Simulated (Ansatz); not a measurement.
This was printed by a script on the Ansatz DFT code, driven from Python, for a single point in a Gaussian basis of CH3NS2, SMILES N=C(S)S. What did the script look like? Level of theory: CCSD(T), cc-pVDZ basis, multiplicity 1.

Output of `python run_energy.py`:
```text
E = -24210.336587 eV = -889.7134592 Ha
converged: True  doubts: none
correlation energy -17.16594 eV
cycles 12  T1 diagnostic 0.0122  largest double 0.0735
<S^2> = 0.0  all-electron relativity setting: none
passes: {'evaluations': 24, 'products': 40}
occupied orbitals by irrep: [{'A': 24}, {'A': 24}]
largest force 1.9653 eV/A, rms 0.8702
dipole moment 1.111 D
Mulliken: [('N', -0.101), ('C', -0.203), ('S', 0.025), ('S', -0.021), ('H', 0.113), ('H', 0.095), ('H', 0.093)]
```

The script that was run (others could print the same):

The script, `run_energy.py`:
```python
import sys

import ansatz as az
import numpy as np
from rdkit import Chem
from rdkit.Chem import AllChem

BASIS = 'cc-pVDZ'
LEVEL = 'ccsd_t'


def main() -> None:
    rd = Chem.AddHs(Chem.MolFromSmiles('N=C(S)S'))
    AllChem.EmbedMolecule(rd, randomSeed=449)
    AllChem.UFFOptimizeMolecule(rd)
    mol = az.Crystal.molecule()
    for atom, xyz in zip(rd.GetAtoms(), rd.GetConformer().GetPositions()):
        mol = mol.atom(atom.GetSymbol(), xyz.round(5).tolist())

    model = (
        mol.calculation()
        .basis(gaussian=BASIS)
        .correlation(LEVEL)
        .forces()
    )
    try:
        rep = model.run(threads=1).report
    except az.AnsatzError as error:
        sys.exit(f'{type(error).__name__}: {error}')

    print(f'E = {rep["free_energy_ev"]:.6f} eV = {rep["free_energy_ev"] / 27.211386246:.7f} Ha')
    print('converged:', rep['converged'], ' doubts:', rep['published_state_doubts'] or 'none')

    print('correlation energy', round(rep['free_energy_ev'] - rep['reference_energy_ev'], 5), 'eV')
    cluster = rep['correlation'].get('coupled_cluster')
    if cluster:
        print('cycles', cluster['cycles'], ' T1 diagnostic', round(cluster['t1_diagnostic'], 4), ' largest double', round(cluster['largest_double'], 4))

    field = rep['mean_field']
    print('<S^2> =', round(abs(field['state']['spin_squared']), 4), ' all-electron relativity setting:', field['relativity'])
    print('passes:', field['passes'])
    if 'symmetry' in field:
        print('occupied orbitals by irrep:', field['symmetry']['occupied'])

    symbols = [site.symbol for site in mol.cartesian_sites]
    forces = np.array(rep['forces_ev_ang'])
    print('largest force', round(float(np.linalg.norm(forces, axis=1).max()), 4), 'eV/A, rms', round(float(np.sqrt((forces ** 2).mean())), 4))

    charges = rep['charge_distribution']
    print('dipole moment', round(4.803205 * float(np.linalg.norm(charges['dipole_moment_e_ang'])), 3), 'D')
    print('Mulliken:', [(s, round(q, 3)) for s, q in zip(symbols, charges['mulliken_charges_e'])])


if __name__ == '__main__':
    main()
```

Notes:
- Total energies depend on the basis set; only differences at equal settings carry meaning.
- The geometry is a force-field or estimated start, not a minimum of this method, and the basis set is short of its limit.
- Inner cores stay frozen, so this is valence correlation.
- S² is that of the Hartree-Fock reference.
- Timing: 14 s on 1 thread of Arm Neoverse V2 (shared host), peak memory 0.41 GiB.
